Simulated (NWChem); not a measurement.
System: fluoromethane (CH3F); SMILES CF

Input file for NWChem:

```
start job
memory heap 200 mb stack 900 mb global 1100 mb
geometry units angstroms noautoz
  C      0.000000     0.000000    -0.611604
  F      0.000000     0.000000     0.770923
  H      0.730378     0.730378    -0.979452
  H      0.267337    -0.997715    -0.979452
  H     -0.997715     0.267337    -0.979452
end
basis spherical
  * library aug-cc-pvtz
end
dft
  xc b3lyp
  iterations 150
  mulliken
end
task dft gradient
```

Excerpt of the output:

```
             Northwest Computational Chemistry Package (NWChem) 7.3.0
             --------------------------------------------------------

 C3V symmetry detected

                             Geometry "geometry" -> ""
                             -------------------------

 Output coordinates in angstroms (scale by  1.889725989 to convert to a.u.)

  No.       Tag          Charge          X              Y              Z
 ---- ---------------- ---------- -------------- -------------- --------------
    1 C                    6.0000    -0.00000000    -0.00000000    -0.62995550
    2 F                    9.0000    -0.00000000    -0.00000000     0.75257150
    3 H                    1.0000     0.73037806     0.73037806    -0.99780350
    4 H                    1.0000     0.26733692    -0.99771498    -0.99780350
    5 H                    1.0000    -0.99771498     0.26733692    -0.99780350

 Effective nuclear repulsion energy (a.u.)      37.2736461725

      Symmetry information
      --------------------

 Group name             C3v
 Group number             17
 Group order               6
 No. of unique centers     3

                                 NWChem DFT Module
                                 -----------------

 Summary of "ao basis" -> "ao basis" (spherical)
 ------------------------------------------------------------------------------
       Tag                 Description            Shells   Functions and Types
 ---------------- ------------------------------  ------  ---------------------
 C                        aug-cc-pvtz               14       46   5s4p3d2f
 F                        aug-cc-pvtz               14       46   5s4p3d2f
 H                        aug-cc-pvtz                9       23   4s3p2d

      Symmetry analysis of basis
      --------------------------

        a1         48
        a2         11
        e         102

  Rotation of axis

            General Information
            -------------------
          SCF calculation type: DFT
          Wavefunction type:  closed shell.
          No. of atoms     :     5
          No. of electrons :    18
           Alpha electrons :     9
            Beta electrons :     9
          Charge           :     0
          Spin multiplicity:     1
          Use of symmetry is: on ; symmetry adaption is: on
          Maximum number of iterations: 150
          AO basis - number of functions:   161
                     number of shells:    55
          Convergence on energy requested:  1.00D-06
          Convergence on density requested:  1.00D-05
          Convergence on gradient requested:  5.00D-04

              XC Information
              --------------
                         B3LYP Method XC Potential
                     Hartree-Fock (Exact) Exchange  0.200
                        Slater Exchange Functional  0.800 local
                    Becke 1988 Exchange Functional  0.720 non-local
              Lee-Yang-Parr Correlation Functional  0.810
                  VWN I RPA Correlation Functional  0.190 local

             Grid Information
             ----------------
          Grid used for XC integration:  medium
          Radial quadrature: Mura-Knowles
          Angular quadrature: Lebedev.
          Tag              B.-S. Rad. Rad. Pts. Rad. Cut. Ang. Pts.
          ---              ---------- --------- --------- ---------
          C                   0.70       49          11.0       434
          F                   0.50       49          11.0       434
          H                   0.35       45          12.0       434
          Grid pruning is: on
          Number of quadrature shells:   143
          Spatial weights used:  Erf1

      Superposition of Atomic Density Guess
      -------------------------------------

 Sum of atomic energies:        -138.58291617

      Non-variational initial energy
      ------------------------------

 Total energy =    -139.224240
 1-e energy   =    -264.582550
 2-e energy   =      88.084664
 HOMO         =      -0.444040
 LUMO         =       0.023952

      Symmetry analysis of molecular orbitals - initial
      -------------------------------------------------

  Numbering of irreducible representations:

     1 a1          2 a2          3 e

  Orbital symmetries:

     1 a1          2 a1          3 a1          4 a1          5 a1
     6 e           7 e           8 e           9 e          10 a1
    11 e          12 e          13 a1         14 a1         15 e
    16 e          17 a1         18 a1         19 e

     ---------------------------------------------
      Total Density - Mulliken Population Analysis
     ---------------------------------------------

    Atom       Charge   Shell Charges
 -----------   ------   -------------------------------------------------------
    1 C    6     6.59   1.96  0.86  0.18  0.50  0.02  0.70  1.46  0.72  0.03  0.02  0.12  0.02  0.01  0.00
    2 F    9     9.47   1.95  1.08  0.27  0.62  0.02  1.61  2.55  1.33  0.03  0.00  0.01  0.01  0.00  0.00
    3 H    1     0.65   0.25  0.37  0.01 -0.00  0.01  0.01  0.01  0.00 -0.00
    4 H    1     0.65   0.25  0.37  0.01 -0.00  0.01  0.01  0.01  0.00 -0.00
    5 H    1     0.65   0.25  0.37  0.01 -0.00  0.01  0.01  0.01  0.00 -0.00

[...]

                         DFT ENERGY GRADIENTS

    atom               coordinates                        gradient
                 x          y          z           x          y          z
   1 C      -0.000000  -0.000000  -1.190443    0.000000   0.000000   0.011894
   2 F      -0.000000  -0.000000   1.422154    0.000000   0.000000  -0.002728
   3 H       1.380214   1.380214  -1.885575    0.002164   0.002164  -0.003055
   4 H       0.505194  -1.885408  -1.885575    0.000792  -0.002957  -0.003055
   5 H      -1.885408   0.505194  -1.885575   -0.002957   0.000792  -0.003055
```

Level: B3LYP/aug-cc-pVTZ. Coordinates come from a B3LYP/6-31G* (spherical d) optimisation.
